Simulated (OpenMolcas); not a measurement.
How methods differ on SiH3O (SMILES [O][SiH3])

SiH3O: 5 atoms, total charge 0, spin state doublet. SMILES: `[O][SiH3]`. The coordinates come from a GFN2-xTB relaxation.

```csv
atom,x (Å),y (Å),z (Å)
O,-1.4166,0.2678,0.6902
Si,-0.0659,0.0078,0.0199
H,-0.1206,-0.2424,-1.4475
H,0.6859,-1.1593,0.5729
H,0.9172,1.1260,0.1645
```

Each level gives the energy change with the Si2–H5 bond stretched from 1.496 to 3.740 Å (eV). The values are calculated.

| level | kind | program | value (eV) | less FCI/STO-3G | CPU time (all runs) |
| --- | --- | --- | --- | --- | --- |
| UHF/STO-3G | Hartree–Fock | OpenMolcas | 3.70 | +0.93 | 5.1 s |
| USVWN5/STO-3G | LDA | OpenMolcas | 3.32 | +0.55 | 12 s |
| UPBE/STO-3G | GGA | OpenMolcas | 3.03 | +0.26 | 15 s |
| U-r2SCAN/STO-3G | meta-GGA | OpenMolcas | 3.38 | +0.61 | 22 s |
| UB3LYP/STO-3G | global hybrid | OpenMolcas | 3.51 | +0.74 | 18 s |
| UM06-2X/STO-3G | hybrid meta-GGA | OpenMolcas | 3.59 | +0.82 | 31 s |
| CASSCF(3,3)/STO-3G | multireference | OpenMolcas | 3.23 | +0.46 | 6.4 s |
| ROCCSD(T)/STO-3G | coupled cluster or CI | OpenMolcas | 2.00 | -0.77 | 6.4 s |
| FCI/STO-3G | exact in the basis | OpenMolcas | 2.77 | 0.00 | 32 s |

FCI/STO-3G is exact within its basis and frozen core, so for wave-function methods in that basis the difference is their error; functionals converge differently with the basis, so for them it is only a difference. The first shape isn't each level's own minimum. The values span 2.00 to 3.70 eV. Spin contamination of the reference (⟨S²⟩ at least 0.1 too high) touches UHF/STO-3G. All rows use very small basis sets, so even the best lies far from the true value. CPU times are rough (shared hosts, several kinds of processor): they show what a rung costs within a factor of a few.
